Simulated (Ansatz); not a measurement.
This geometry of C$_{3}$H$_{8}$N$_{2}$ (13 atoms, charge 0, multiplicity 1) is a first-order saddle point.

Computed with RKS PBE/6-31G (Ansatz 0.2.0).

```xyz
13
Properties=species:S:1:pos:R:3
N -0.767 0.923 1.553
C -0.688 0.259 0.278
C 0.257 0.863 -0.768
C 0.614 -0.450 -0.078
N 0.611 -1.715 -0.774
H -0.968 0.311 2.346
H -1.328 1.777 1.568
H -1.588 -0.229 -0.139
H -0.059 0.828 -1.816
H 0.804 1.766 -0.483
H 1.381 -0.380 0.699
H 0.322 -1.689 -1.750
H 1.429 -2.300 -0.620
```

Task: Which two structures does it join? (They come from a converged band through this point; their orientation in space is the band's.)

Result: No bond is made or broken. The dihedral C3–C4–N5–H12 goes from -153 to 73°. The two ends are copies of one structure, up to a mirror image or an exchange of like atoms.

First end point:

```xyz
13
Properties=species:S:1:pos:R:3
N -0.989 0.900 1.405
C -0.688 0.328 0.121
C 0.512 0.896 -0.626
C 0.600 -0.493 -0.007
N 0.591 -1.613 -0.909
H -1.468 0.281 2.061
H -1.396 1.835 1.382
H -1.503 -0.037 -0.525
H 0.448 0.947 -1.716
H 1.062 1.702 -0.136
H 1.179 -0.544 0.930
H 0.223 -2.484 -0.524
H 1.450 -1.752 -1.441
```

Last end point:

```xyz
13
Properties=species:S:1:pos:R:3
N -0.990 0.900 1.406
C -0.688 0.327 0.121
C 0.510 0.895 -0.627
C 0.600 -0.493 -0.007
N 0.591 -1.614 -0.908
H -1.470 0.281 2.060
H -1.396 1.836 1.382
H -1.503 -0.038 -0.525
H 0.445 0.948 -1.716
H 1.062 1.701 -0.138
H 1.180 -0.542 0.929
H 1.450 -1.751 -1.442
H 0.228 -2.485 -0.521
```

Task: How far does it lie above each of them?

Result: 0.156 eV above the first and 0.156 eV above the second. This is the barrier of this one path; another mechanism may lie lower. Limits of this set-up: no polarisation functions.

Run time: 3.7 min on 1 thread of Arm Neoverse V2 (shared host), peak memory 0.12 GiB.
